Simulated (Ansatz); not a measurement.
Basis-set extrapolation for CHO+ (`C#[O+]`) (PBE0-D4/def2-TZVP geometry, frozen core, Ansatz). Multiplicity 1, RHF reference.

```tsv
	def2-TZVPP	def2-QZVPP
HF	-113.016278	-113.021303
MP2 correlation	-0.360904	-0.386385
CCSD(T) correlation	-0.378819	-0.402091
```

Energies in hartree. Use E(X) = E(∞) + A·exp(−7.88·√X) for Hartree–Fock and E(X) = E(∞) + B·X^(−2.97) for correlation, with X = 3 and 4.

Task: What is the CCSD(T) energy at the basis-set limit?

Result: HF limit: -113.021303 + (-0.005025) × 0.13774 = -113.02200. Correlation limit: -0.402091 + (-0.023272) × 0.74074 = -0.41933. Total: -113.44133 hartree, 121.4 kJ/mol below CCSD(T)/def2-TZVPP.
